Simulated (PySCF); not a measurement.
# CHCl (Chloromethylene): the cost of one run

The runs use PySCF 2.14.0, with density-fitted response routines of our own; the level of theory stands in each step. All values are computed, except where a source is named. Atoms are numbered from 0 throughout.

## 1. The starting structure

3 atoms, charge 0, multiplicity 1; geometry from: MMFF94s. The atoms were then displaced at random by about 0.03 Å, so the start is not that level's minimum.

Bonds of the start (Å): C0–Cl1 1.70, C0–H2 1.17.

## 2. Geometry optimisation at PBE0-D3(BJ)/def2-SVP

Job settings and geometry (Å):

```
{"job": {"xc": "PBE0", "basis": "def2-SVP", "d3": "d3bj", "grid": 1, "shake": 0.03, "kind": "geom"}, "charge": 0, "multiplicity": 1}
C     -0.163560    -0.135400     0.012540
Cl     1.462960     0.373070    -0.006470
H     -1.315800    -0.334880    -0.025960
```

The run is started by

```bash
> OMP_NUM_THREADS=1 python probes_run.py task.json out
```

One launch serves the whole session: the jobs run in the order shown.

**Question.** How long does this first job take on 1 thread of Arm Neoverse V1, shared host, and how much memory does it need?

About 2.6 s, with a peak of 0.23 GiB.
